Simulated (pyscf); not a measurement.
H₂B–NH₂ + H atom (H•) → [H₂B–NH]• + hydrogen (H₂) (hydrogen abstraction; doublet surface; H–N broken, H–H formed). Single points on ωB97X-D3(BJ)/def2-SVP structures (PySCF, gas phase). Energies in kcal/mol from the separated reactants.

```
level                   barrier  reaction energy
----------------------  -------  ---------------
ωB97X-D3(BJ)/def2-TZVP     20.8            +12.9
PBE/def2-TZVP              13.5            +10.1
r²SCAN/def2-TZVP           13.2             +7.3
B3LYP-D3(BJ)/def2-TZVP     14.2             +8.0
PBE0-D3(BJ)/def2-TZVP         ?            +13.1
HF/def2-TZVP                  ?                ?
```

Question: Fill in the missing entries.

Answer: 
- PBE0-D3(BJ)/def2-TZVP, barrier: 18.3
- HF/def2-TZVP, barrier: 31.4
- HF/def2-TZVP, reaction energy: +13.0

The functionals in the table span 7.6 kcal/mol in this barrier, from r²SCAN to ωB97X-D3(BJ)/def2-TZVP. The same reactants have a lower exit, to [HB–NH₂]• + H₂ (barrier +10.8 kcal/mol at ωB97M-D3(BJ)/def2-TZVP, against +20.9 kcal/mol here). [H₂B–NH]• lies 8.3 kcal/mol over its isomer [HB–NH₂]• (electronic energy, ωB97M-D3(BJ)/def2-TZVP). This is the saddle that the search found; another between the same sides may lie lower. The angle at the transferred H is 177°.
